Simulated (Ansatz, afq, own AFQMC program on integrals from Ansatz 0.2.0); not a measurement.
# Where AFQMC and coupled cluster stand for SiN, quartet

```xyz
2

Si    0.0000    0.0000    0.0000
N     0.0000    0.0000    4.1270
```

Basis 6-31G. Noble-gas cores (and the filled d shells of Ga–Kr and In–Xe) are frozen. AFQMC by an in-house program on the Cholesky factors that Ansatz 0.2.0 writes for its CCSD(T) run. ph-AFQMC/CISD is guided by a CISD state made of CCSD amplitudes; releasing the constraint for a short imaginary time cuts its bias at the price of noise, slowly where states lie close. ± is one standard error of the sampling.

Determinant: ROHF, the one that the program's search chose, which needn't be the lowest solution. The geometry is a point of a scan.

Full CI is exact in this basis; its frozen core comes from its own orbitals, which moves totals by up to a few meV.

Cautions: a spin-contaminated unrestricted determinant lies lower (UHF 4.50 eV lower, ⟨S²⟩ 4.75); the search met a lower determinant of the same kind, perhaps of another symmetry (3.35 eV lower); strong correlation (T1 0.311, weight of the determinant 0.18, largest double 1.39); (T) is large, 16 % of the CCSD correlation; CCSD(T) is in doubt: among natural orbitals it converges to other amplitudes; CCSDT(Q) is in doubt: in a space of 9 electrons in 9 natural orbitals full CI lies 1.09 eV below it; a lower CCSDT(Q) solution may exist; the CCSDTQ amplitudes may be one of several solutions (largest double 1.09); the released energies are still falling, so no released level is given (meV from the phaseless value at times in 1/Eh: 2 ± 8 at 0.24, 1 ± 8 at 0.51, -3 ± 7 at 0.99, -12 ± 8 at 1.62, -16 ± 8 at 2.40); a state of other symmetry lies lower (by 4 meV); full CI with its own frozen core; a state of higher spin lies lower (by 5 meV).

The T1 diagnostic is 0.3108, the weight of the determinant in the CISD state is 0.181 and the size of the correlated space is 9 electrons in 16 orbitals.

Reference: full CI, correlation energy -6.617 eV. CCSDTQ lies 0.1 meV above full CI, in part by the other frozen core, which shifts every row alike, so rows that close can't be ranked against it. The cautions show a poor starting determinant, so the rows tell how each method copes with it here, and full CI is the sure value.

| level | E − E(reference) (kJ/mol) | share of correlation (%) |
| --- | --- | --- |
| HF | 638.4 | 0.00 |
| MP2 | 250.9 | 60.71 |
| CCSD | 15.4 | 97.59 |
| CCSD(T) | -83.6 | 113.09 |
| CCSDT | 100.8 | 84.21 |
| CCSDT(Q) | 99.8 | 84.37 |
| CCSDTQ | 0.0 | 100.00 |
| ph-AFQMC/HF | 221.4 ± 4.6 | 65.32 |
| ph-AFQMC/CISD | 11.9 ± 0.8 | 98.13 |

CCSDT and higher add their correlation energy to the determinant of the CCSD(T) run, since their own runs factorise the integrals more tightly (a shift of under 2 meV). A walk keeps the symmetry of its determinant, which the program's search chose and which needn't be the lowest solution, so a lower state of the same spin and another symmetry isn't excluded.
